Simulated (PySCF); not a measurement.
PySCF input:

```python
from pyscf import gto, scf, dft

mol = gto.M(
    atom='''
    C     1.37760322    0.01843291    0.01132496
    C     0.10270912    0.44661529   -0.00225393
    H     2.05690146    0.90275969    0.01081884
    H    -0.21628020    1.51104003   -0.01231293
    C    -1.08779556   -0.49380738   -0.00560757
    H    -0.72120087   -1.52504187    0.00461626
    H    -1.74458285   -0.35197269    0.86878207
    H    -1.72993823   -0.36423013   -0.89268502
    ''',
    basis='def2-tzvpd',
    charge=-1,
    spin=0,
    verbose=4,
)

mf = dft.RKS(mol, xc='tpss').density_fit(auxbasis='def2-universal-jkfit')
mf.grids.level = 3
mf.conv_tol = 1e-9
mf.max_cycle = 100
mf.max_memory = 1500
mf.kernel()
if not mf.converged:
    mf = mf.newton()
    mf.kernel(mf.make_rdm1())
mf.analyze()
```

What final total energy does it print?

-117.30770 Eh (TPSS/def2-TZVPD).

It need not be the lowest isomer of its formula. Whether it binds its extra electron was not tested at this geometry.
